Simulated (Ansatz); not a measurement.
A nudged elastic band was laid between two geometries of CH₄MgN (7 atoms, charge 0, multiplicity 2).

Computed with UKS B3LYP-D4/def2-SVP in Ansatz 0.2.0.

```json
{
 "movable images": "7",
 "climbing image": "yes",
 "spring": "5.0 eV/Å²",
 "optimiser": "quadratic models (default)",
 "start path": "through a guess of the saddle point",
 "force threshold": "0.03 eV/Å",
 "iteration limit": "16",
 "end points": "relaxed"
}
```

Initial state:

```xyz
7
Properties=species:S:1:pos:R:3
N -0.258 -0.607 -0.756
C 0.379 -0.028 0.395
Mg -0.440 2.020 1.090
H -1.246 -0.808 -0.614
H -0.165 -0.042 -1.598
H 1.451 0.148 0.207
H 0.278 -0.684 1.275
```

Final state:

```xyz
7
Properties=species:S:1:pos:R:3
N -0.561 -0.074 -0.553
C 0.521 0.020 0.499
Mg -0.597 1.809 0.737
H -0.997 -0.997 -0.630
H -0.184 0.137 -1.478
H 1.529 -0.204 0.117
H 0.290 -0.691 1.308
```

**Question.** Which bonds break or form, and what moves?

**Answer.** Bonds formed: N1–Mg3. The height of N1 over the plane of its neighbours goes from 0.33 to -0.37 Å.

**Question.** What energy profile does the band end with?

**Answer.** The forces met the threshold. The highest image is number 3 of 0 to 8, 2.9 kcal/mol above the first end and 3.0 kcal/mol above the last; the last end lies 0.1 kcal/mol below the first. A vibrational analysis at the climbing image gives one clearly imaginary mode, 508i cm⁻¹: a first-order saddle point.

```
image  path coordinate (Å)  energy (kcal/mol)  N1–Mg3 (Å)  height of N1 over the plane of its neighbours (Å)
    0                 0.00                0.0        3.22                                               0.33
    1                 0.15                0.4        3.27                                               0.26
    2                 0.30                2.0        3.20                                               0.10
    3                 0.44                2.9        3.10                                              -0.06
    4                 0.68                1.5        2.91                                              -0.29
    5                 0.92                0.8        2.73                                              -0.36
    6                 1.15                0.3        2.65                                              -0.37
    7                 1.39                0.1        2.48                                              -0.37
    8                 1.62               -0.1        2.28                                              -0.37
```

**Question.** What is the geometry of the highest image?

**Answer.** 
```xyz
7
Properties=species:S:1:pos:R:3
N -0.397 -0.372 -0.724
C 0.369 0.003 0.408
Mg -0.389 2.080 1.178
H -1.194 -0.985 -0.636
H -0.075 -0.176 -1.660
H 1.437 0.139 0.180
H 0.250 -0.689 1.255
```

**Question.** What are the harmonic wavenumbers there?

**Answer.** 508i, 133, 170, 289, 450, 927, 950, 1146, 1304, 1432, 1591, 3043, 3129, 3619, 3743 cm⁻¹.

The band took 11 iterations and roughly 11 core-minutes.

Time of the run: 16 min on 1 thread of Intel(R) Xeon(R) Processor @ 2.50GHz (Skylake/Cascade Lake) (shared host), peak memory 0.17 GiB.
